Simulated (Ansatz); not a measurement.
# CHOSi (doublet): from Hartree-Fock to the top rungs at a displaced geometry (v2), cc-pVDZ

How much of the correlation energy of CHOSi (doublet) does each wave-function method recover here?

Program: Ansatz 0.2.0, Gaussian basis. Level of theory: cc-pVDZ, core rule «outside noble gas», up to 7 orbitals frozen. These are calculated values, not measurements.

The runs, in order: UHF; CCSD(T) on ROHF; CCSD(T) on UHF; BCCD(T) on ROHF; CISD as a restricted active space (open shells left free, so some higher excitations enter); CCSDT(Q) on ROHF; CCSDT(Q) on UHF; CASSCF and MRCISD+Q, 9 electrons in 9 orbitals; CASSCF and NEVPT2, 9 electrons in 9 orbitals.

23 further runs of the same task are left out: 11 that didn't finish, 12 set aside as unsound or not needed. Runs told in other sessions of the task aren't counted.

## Step 1: What is computed

The geometry is a PBE0/def2-TZVP stationary point (not a proven minimum) with its atoms shifted at random (size 0.100 Å).

4 atoms, charge 0, spin multiplicity 2.

Atoms are counted from 1 here; the program's logs count them from 0.

Bond lengths: C1–O2 1.128 Å, Si3–H4 1.479 Å.

## Step 2: UHF

Contents of in.yaml:

```yaml
crystal:
  periodic: [false, false, false]
  atoms:
    - {symbol: C, position_ang: [0.089692, -0.013137, 2.149522]}
    - {symbol: O, position_ang: [-0.075182, 0.084038, 1.037545]}
    - {symbol: Si, position_ang: [0.001438, -0.091478, -1.464963]}
    - {symbol: H, position_ang: [0.084547, 1.371550, -1.263116]}
basis:
  gaussian: {orbitals: cc-pVDZ}
magnetization: {spin_polarized: true, initial_magnetization: 1}
hamiltonian: {xc: hf}
output: {orbitals: {seedname: orbitals}}
```

Command:

```sh
$ ansatz run in.yaml --threads 1 --pin off --events-out ev --progress --plain --max-ram 2393MiB
```

The runs that follow: CCSD(T) on ROHF; CCSD(T) on UHF; BCCD(T) on ROHF; CISD as a restricted active space (open shells left free, so some higher excitations enter); CCSDT(Q) on ROHF; CCSDT(Q) on UHF; CASSCF and MRCISD+Q, 9 electrons in 9 orbitals; CASSCF and NEVPT2, 9 electrons in 9 orbitals.

Q: Predict the results of all the runs planned. Wanted: UCCSDT(Q) from the RHF energy; RMP2 from UCCSDT(Q); UMP2 from UCCSDT(Q); RCCSD from UCCSDT(Q); RCCSD(T) from UCCSDT(Q); UCCSD(T) from UCCSDT(Q); RCCSDT(Q) from UCCSDT(Q); MRCISD+Q frontier from UCCSDT(Q); T1 diagnostic.

As calculated:

| quantity | value |
| --- | --- |
| UCCSDT(Q) from the ROHF energy | -10.9993 eV |
| RMP2 from UCCSDT(Q) | +1235.4 meV |
| UMP2 from UCCSDT(Q) | +1249.9 meV |
| RCCSD from UCCSDT(Q) | +411.7 meV |
| RCCSD(T) from UCCSDT(Q) | +57.9 meV |
| UCCSD(T) from UCCSDT(Q) | +57.5 meV |
| RCCSDT(Q) from UCCSDT(Q) | +4.6 meV |
| MRCISD+Q frontier from UCCSDT(Q) | +65.5 meV |
| levels within 1 kcal/mol (43 meV) | RCCSDT, UCCSDT, RCCSDT(Q) |
| T1 diagnostic | 0.021 |

RCCSD(T) misses by +57.9 meV, 0.5 % of the correlation energy. These misses are within one basis, not against nature; the frozen cores of restricted and unrestricted runs differ, which can shift their rows.

With open shells the CI space here admits some higher excitations, so it is larger than plain CISD.
